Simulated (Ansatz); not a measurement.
# SiNH₃ (SMILES N=[SiH2]): single points off equilibrium

One table from this session's results is given with a row withheld; the runs are named, their logs left out.

Program: Ansatz 0.2.0, Gaussian basis. Level of theory: single points in def2-TZVPP. These are calculated values, not measurements.

Cores are frozen in the correlated methods.

## The starting structure

SMILES `N=[SiH2]`, 5 atoms, charge 0, spin multiplicity 1.

Atoms are counted from 1 here; the program's logs count them from 0.

Bond lengths: N1–Si2 1.559 Å, N1–H3 0.979 Å, Si2–H4 1.463 Å, Si2–H5 1.490 Å. Angles: Si2–N1–H3 128.8°, N1–Si2–H4 135.4°, N1–Si2–H5 115.1°, H4–Si2–H5 109.6°.

As a file:

```
N     0.53240   -0.72360    0.71960
Si   -0.10510    0.34590   -0.21830
H     0.23510   -1.63950    0.89690
H    -1.33430    0.44000   -1.00690
H     0.68660    1.59800   -0.37720
```

The first run:

run/in.yaml

```yaml
crystal:
  periodic: [false, false, false]
  atoms:
    - {symbol: N, position_ang: [0.532400, -0.723600, 0.719600]}
    - {symbol: Si, position_ang: [-0.105100, 0.345900, -0.218300]}
    - {symbol: H, position_ang: [0.235100, -1.639500, 0.896900]}
    - {symbol: H, position_ang: [-1.334300, 0.440000, -1.006900]}
    - {symbol: H, position_ang: [0.686600, 1.598000, -0.377200]}
basis:
  gaussian: {orbitals: def2-TZVPP}
correlation: {method: ccsd_t}
output: {forces: true}
```

The command line of these runs was not kept.

Steps of the session up to this table: CCSD(T)/def2-TZVPP; PBE0-D4/def2-TZVPP; wB97M-V/def2-TZVPP; r2SCAN-D4/def2-TZVPP; PBE-D4/def2-TZVPP; BHLYP-D4/def2-TZVPP; r2SCAN0-D4/def2-TZVPP.

One table of the session follows, with a row left open; its other results are not shown here.

```
    method  RMS force component (eV/Å)  angle to CCSD(T) forces (°)  dipole (D)
   CCSD(T)                       0.762                    reference        2.11
   PBE0-D4                       0.612                         16.7        2.21
   wB97M-V                       0.613                         17.5        2.30
 r2SCAN-D4                       0.664                         11.4        2.09
    PBE-D4                       0.808                         12.0        1.97
  BHLYP-D4                           ?                            ?           ?
r2SCAN0-D4                       0.542                         21.3        2.28
```

**Question.** Estimate the row for BHLYP-D4.

As computed: RMS force component (eV/Å): 0.492; angle to CCSD(T) forces (°): 30.6; dipole (D): 2.46. In the column «RMS force component (eV/Å)» it is the lowest.
